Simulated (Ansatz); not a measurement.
in.yaml

```yaml
crystal:
  periodic: [false, false, false]
  atoms:
    - {symbol: B, position_ang: [0.000000, -0.640544, 1.467262]}
    - {symbol: S, position_ang: [0.000000, 0.422404, 0.118737]}
    - {symbol: N, position_ang: [0.000000, -0.487577, -1.259149]}
    - {symbol: H, position_ang: [0.000000, 0.208234, -2.017340]}
basis:
  gaussian: {orbitals: cc-pVDZ}
magnetization: {spin_polarized: true, initial_magnetization: 3}
correlation: {method: ccsd_t, electrons: all}
scf: {omitted_lower_state_checks: [cluster_reference]}
```

```sh
$ ansatz run in.yaml --threads 1 --pin off --events-out ev --progress --plain --max-ram 2393MiB
```

Output:

```
these checks for a lower state are left out or cut short: cluster_reference
506 factors; integrals over basis functions are off by at most 1.2e-3 eV
mean field evaluation 1: about -12978.0175 eV, gradient 1.8e1 eV
mean field evaluation 2: about -12978.1088 eV, gradient 1.8e1 eV
mean field evaluation 4: about -12981.3983 eV, gradient 4.8e0 eV
mean field evaluation 8: about -12982.4022 eV, gradient 5.6e-1 eV
mean field evaluation 16: about -12982.4147 eV, gradient 7.6e-6 eV
mean field evaluation 32: about -12980.9049 eV, gradient 4.2e-1 eV
mean field -12982.41470840 eV, -477.0949407370 hartree, gradient 7.6e-6 eV, S^2 3.805225; 5 other end points of the search recorded, 0 dependent functions left out
reference -12982.41470840 eV, -477.0949407370 hartree; 16, 13 occupied and 35, 38 virtual orbitals, 506 factors
second order -8.50868075 eV of doubles, -0.00000000 eV of singles
cycle   1  -9.01965694 eV  change   -5.1e-1 eV  update   9.1e-2
cycle   2  -9.35198123 eV  change   -3.3e-1 eV  update   3.7e-2
cycle   3  -9.45636931 eV  change   -1.0e-1 eV  update   2.7e-2
cycle   4  -9.46689986 eV  change   -1.1e-2 eV  update   1.3e-2
cycle   5  -9.47117460 eV  change   -4.3e-3 eV  update   6.0e-3
cycle   6  -9.47510339 eV  change   -3.9e-3 eV  update   2.9e-3
cycle   7  -9.47575071 eV  change   -6.5e-4 eV  update   1.3e-3
cycle   8  -9.47623140 eV  change   -4.8e-4 eV  update   5.5e-4
cycle   9  -9.47630431 eV  change   -7.3e-5 eV  update   2.4e-4
cycle  10  -9.47623543 eV  change    6.9e-5 eV  update   1.0e-4
cycle  11  -9.47626912 eV  change   -3.4e-5 eV  update   4.1e-5
cycle  12  -9.47626349 eV  change    5.6e-6 eV  update   1.9e-5
perturbative correction -0.34597296 eV, -0.0127142719 hartree
Total energy: -12992.23694486 eV, -477.4559012690 hartree
Checks for a lower state left out: cluster_reference
```

Ran on 1 thread of AMD EPYC, shared host: 14 s wall, 0.21 GiB peak host memory.
